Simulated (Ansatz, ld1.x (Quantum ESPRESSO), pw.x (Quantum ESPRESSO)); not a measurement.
## W (bcc): variants of one TM potential in the solid

W (Z = 74), norm-conserving Troullier–Martins (Kleinman–Bylander form), made with ld1.x (Quantum ESPRESSO) 7.5 (PBE, scalar-relativistic). Core [Xe] 4f14, reference 5d4 6s2 6p0. Waves: 6p (bound, empty): rc 4.00 bohr; 5d (bound): rc 1.65 bohr; 6s (bound): rc 1.95 bohr. Local part: the s channel. Core correction: none.

Crystal test: bcc W in pw.x 7.5, no spin, 14³ k-points, Fermi–Dirac smearing 0.01 Ry, cutoffs set for each file from its atomic test. The reference is all-electron LAPW (Ansatz 0.2.0) with the same functional, mesh and smearing; V0 and B0 come from Birch–Murnaghan fits to the pressures at five volumes. Errors are pseudo minus all-electron; Δ is the rms difference of the E(V) curves that follow from these fits, minima aligned, over ±6 % about the mean V0. Mesh and smearing are coarse, so the numbers serve the comparison and aren't converged zero-temperature values; the lattice is a test structure that the element need not adopt.

All-electron: a0 = 3.184 Å (V0 = 16.15 Å³/atom), B0 = 300.6 GPa.

Base: The largest radius (4.00 bohr) exceeds half the bond length (2.60 bohr), so the spheres overlap, which is one possible source of error among others. This is a poor potential for the solid. The logarithmic derivative shows an extra or strongly shifted pseudo pole above the reference energy (s near 1.15 Ry).

A dash in a converged row means that the minimum lies outside the volumes sampled.

```csv
change,cutoffs (Ry),pw.x,a0 (Å),a0 error (%),B0 error (%),Δ (meV/atom),mean pressure error (GPa)
base,75/300,converged,3.216,+0.99,-4.5,30.9,+9.05
wave 6s (bound): rc 1.95 bohr becomes 6s (bound): rc 2.68 bohr,55/220,converged,3.232,+1.49,-5.0,46.8,+13.99
wave 5d (bound): rc 1.65 bohr becomes 5d (bound): rc 1.70 bohr,75/300,converged,3.216,+0.99,-4.5,30.9,+9.04
wave 6p (bound): rc 4.00 bohr becomes 6p (bound): rc 5.86 bohr,75/300,converged,–,–,–,–,+34.62
core correction a·sin(br)/r model core inside 1.16 bohr,75/300,converged,3.199,+0.45,-0.4,14.4,+4.21
```

(1) Give the row for: reference 5d4 6s1.75 6p0.25.

## Answers

(1) pw.x: converged; mean pressure error (GPa): +9.30; a0 (Å): 3.217; a0 error (%): +1.01; B0 error (%): -4.5; Δ (meV/atom): 31.8.
